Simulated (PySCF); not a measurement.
Compound: C₄H₇N₂ (doublet state).
Cartesian coordinates in Å at the GFN2-xTB level; atoms count from 1:
```
atom  x, y, z in Å
C1     2.444   -0.006    0.928
C2     1.205    0.075    0.591
C3    -0.118    0.192    0.282
N4    -1.008    0.813    1.003
C5    -0.618   -0.450   -1.012
N6    -2.031   -0.273   -1.249
H7     3.180    0.727    0.625
H8     2.834   -0.820    1.527
H9    -0.633    1.225    1.854
H10   -0.400   -1.523   -0.978
H11   -0.064   -0.023   -1.854
H12   -2.551   -0.656   -0.466
H13   -2.244    0.720   -1.269
```

The hyperfine couplings belong to this conformer and change with its torsions.

The species is `[H]/N=C(\[C]=C)CN` [radical].

The calculation used PySCF, UKS B3LYP, pcH-1 on C H N, non-relativistic, mean-field spin-orbit, GIAO. Geometry: GFN2-xTB, one conformer, isolated molecule. Couplings are sensitive to structure, and on GFN2-xTB geometries they can be far from those on DFT ones. Stability of the SCF solution: not tested. ⟨S²⟩ is 0.774 where a pure state has 0.75.

(1) Match the computed a_iso(1H) values +137.5, -32.0, -7.4, +1.6 MHz (means over equivalent nuclei) with the sites H7/H8; H9; H10/H11; H12/H13.

Results:

(1) 
```csv
site,a_iso (MHz),ρ(0) (bohr⁻³),position,distance from C2 (Å),bound to,spin population there,largest |T| (MHz)
H7/H8,+137.5,+0.0308,"2 bonds from C2, on C1 of spin population -0.13",2.08,C1,-0.13,6.4
H9,-32.0,-0.0072,1 bond from N4,2.51,N4,+0.51,30.0
H10/H11,-7.4,-0.0016,3 bonds from C2,2.76,C5,+0.01,4.0
H12/H13,+1.6,+0.0004,4 bonds from N4,3.97,N6,0.00,3.8
```

ρ(0) is the spin density at the nucleus and T the dipolar tensor; entries for several nuclei are means. The largest Mulliken spin populations are on C2 (+0.72), N4 (+0.51), C3 (-0.20) and C1 (-0.13). The positive populations add up to 1.35 and the negative ones to -0.35, together 2S = 1. Main spin sites, with 60 % or more of the largest population: C2, N4; positions count bonds from the nearest.

Nuclei that the bonding pattern makes equivalent are averaged, as if the motion that swaps them (rotation, inversion, ring flip) were fast.

Hardware: one thread of an Arm Neoverse V2, shared host with 48 logical CPUs at a one-minute load of 25. Cost: 31 s of wall time (with the writing of density and orbital grids), 0.85 GiB resident at most.
